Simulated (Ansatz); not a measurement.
Level of theory: frozen-core CCSD(T)/cc-pVTZ // B3LYP-D3(BJ)/def2-TZVP (Ansatz, an electronic-structure program).

Ansatz 0.2 input:
```yaml
crystal:
  periodic: [false, false, false]
  atoms:
    - { symbol: C, position_ang: [0.854302, 0.064123, -0.109781] }
    - { symbol: C, position_ang: [-0.618019, -0.026745, 0.043961] }
    - { symbol: H, position_ang: [1.409652, 0.882459, 0.32743] }
    - { symbol: H, position_ang: [1.418273, -0.747465, -0.548761] }
    - { symbol: H, position_ang: [-1.084308, 0.960366, 0.086111] }
    - { symbol: H, position_ang: [-0.90145, -0.544331, 0.973635] }
    - { symbol: H, position_ang: [-1.078449, -0.588408, -0.772593] }
basis:
  gaussian: { orbitals: cc-pVTZ }
correlation:
  method: ccsd_t
magnetization:
  spin_polarized: true
  initial_magnetization: 1
```

Output:

```
Functional definition: HF
718 factors; integrals over basis functions are off by at most 1.0e-3 eV
mean field evaluation 1: about -2137.7626 eV, gradient 1.7e1 eV
mean field evaluation 2: about -2137.7619 eV, gradient 1.7e1 eV
mean field evaluation 4: about -2139.5264 eV, gradient 2.0e0 eV
mean field evaluation 8: about -2139.5725 eV, gradient 1.3e-3 eV
mean field evaluation 16: about -2139.5742 eV, gradient 2.3e-1 eV
mean field -2139.57253043 eV, -78.6278402390 hartree, gradient 2.7e-6 eV, S^2 0.763344; 0 other end points of the search recorded, 0 dependent functions left out
2 core orbitals not correlated
reference -2139.57253043 eV, -78.6278402390 hartree; 7, 6 occupied and 121, 122 virtual orbitals, 718 factors
second order -8.99829648 eV of doubles, -0.00000000 eV of singles
cycle   1  -9.58874967 eV  change   -5.9e-1 eV  update   5.7e-2
cycle   2  -9.83421880 eV  change   -2.5e-1 eV  update   1.8e-2
cycle   3  -9.86660385 eV  change   -3.2e-2 eV  update   7.5e-3
cycle   4  -9.86575921 eV  change    8.4e-4 eV  update   2.8e-3
cycle   5  -9.86616804 eV  change   -4.1e-4 eV  update   1.0e-3
cycle   6  -9.86615320 eV  change    1.5e-5 eV  update   3.0e-4
cycle   7  -9.86618877 eV  change   -3.6e-5 eV  update   1.1e-4
cycle   8  -9.86618959 eV  change   -8.2e-7 eV  update   3.5e-5
cycle   9  -9.86618158 eV  change    8.0e-6 eV  update   1.2e-5
perturbative correction -0.32741954 eV, -0.0120324462 hartree
Total energy: -2149.76613155 eV, -79.0024481707 hartree
```

Cost: very roughly 50 core-seconds.
